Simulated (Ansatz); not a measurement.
Several settings on one geometry of the cluster Li3H5⁺ (that of the charge 1 doublet, PBE0-D4/def2-TZVP). Ansatz on 4 threads of Intel Xeon on a shared host; times are rough.

Cartesian coordinates in Å:
```
Li 0.882 0.650 0.178
Li 3.642 2.281 0.925
Li -1.844 -1.040 -0.532
H -3.223 -2.588 -0.540
H 2.338 1.204 1.107
H 2.285 1.788 0.025
H -0.502 -0.204 -0.186
H -3.580 -2.091 -0.976
```

Totals from different functionals, basis sets or treatments of relativity can't be compared as stabilities.

Correlated methods freeze no core orbitals; core or outer-core shells of Li are correlated, in sets that lack core-valence functions.

The spins typed aren't always the lowest for that charge.

Task: Give the basis size and estimate the energy, ⟨S²⟩ and time of these runs.

| run | method | charge | state | further keys |
| --- | --- | --- | --- | --- |
| 1 | UKS BLYP/def2-SVP | 1 | quartet | scf: {lower_state_search: off} |
| 2 | UKS B97M-V/def2-TZVP | 1 | quartet | scf: {omitted_lower_state_checks: [starts]}; forces asked |
| 3 | UKS PBE-QIDH/def2-mTZVPP | 1 | doublet | – |

Result: 
```csv
run,functions,energy (Eh),⟨S²⟩,wall time
1,52,-25.0239,3.75,1.2 s
2,72,-25.1406,3.75,9.5 s
3,58,-25.2027,0.75,1.4 s
```
